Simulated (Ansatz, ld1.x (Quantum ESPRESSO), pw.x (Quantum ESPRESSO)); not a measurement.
phosphorus: does the TM potential hold in the solid?

| Quantity | Value |
| --- | --- |
| Element | phosphorus (P) |
| Generator | ld1.x (Quantum ESPRESSO) 7.5 |
| Type | norm-conserving Troullier–Martins (Kleinman–Bylander form) |
| Functional | PBEsol |
| Relativity | scalar-relativistic |
| Frozen core | [Ne] |
| Valence charge | 5 |
| Reference configuration | 3s2 3p3 |
| Partial waves | 3s (bound): rc 1.30 bohr; 3p (bound): rc 1.65 bohr; 3d channel at -0.1 Ry: rc 1.34 bohr |
| Local potential | the d channel |
| Core correction | Bessel-smoothed model core inside 0.70 bohr |

Crystal test: bcc P in pw.x 7.5, no spin, 15³ k-points, Fermi–Dirac smearing 0.01 Ry, cutoffs 100/400 Ry. The reference is all-electron LAPW (Ansatz 0.2.0) with the same functional, mesh and smearing; V0 and B0 come from Birch–Murnaghan fits to the pressures at five volumes. Errors are pseudo minus all-electron; Δ is the rms difference of the E(V) curves that follow from these fits, minima aligned, over ±6 % about the mean V0. Mesh and smearing are coarse, so the numbers serve the comparison and aren't converged zero-temperature values; the lattice is a test structure that the element need not adopt.

```json
{"V (Å³/atom)": "13.108", "P all-electron (GPa)": "4.85", "P pseudo (GPa)": "3.36"}
{"V (Å³/atom)": "13.453", "P all-electron (GPa)": "1.72", "P pseudo (GPa)": "0.31"}
{"V (Å³/atom)": "13.798", "P all-electron (GPa)": "-1.04", "P pseudo (GPa)": "-2.40"}
{"V (Å³/atom)": "14.143", "P all-electron (GPa)": "-3.49", "P pseudo (GPa)": "-4.78"}
{"V (Å³/atom)": "14.488", "P all-electron (GPa)": "-5.66", "P pseudo (GPa)": "-6.90"}
```

All-electron: a0 = 3.012 Å (V0 = 13.66 Å³/atom), B0 = 108.0 GPa.

Pseudopotential: mean pressure error (GPa): -1.36; a0 (Å): 2.999; a0 error (%): -0.42; B0 error (%): +2.6; Δ (meV/atom): 4.1. The logarithmic derivative shows an extra or strongly shifted pseudo pole above the reference energy (s near 0.20 Ry).

**Question.** At the middle volume, how do free energy and pressure move when the wave cutoff is lowered (ecutrho kept at four times it)?

**Answer.**

```
cutoff (Ry)  shift of F (meV/atom)  shift of P (GPa)
         45                  +40.6             -2.00
         60                  +15.8             +0.40
         80                   +7.6             -0.43
```

The run at the middle volume (120 k-points, 7 iterations) took about 11 s on one core of a shared host (Neoverse-V2, 32 threads, 247 GiB, load 36).
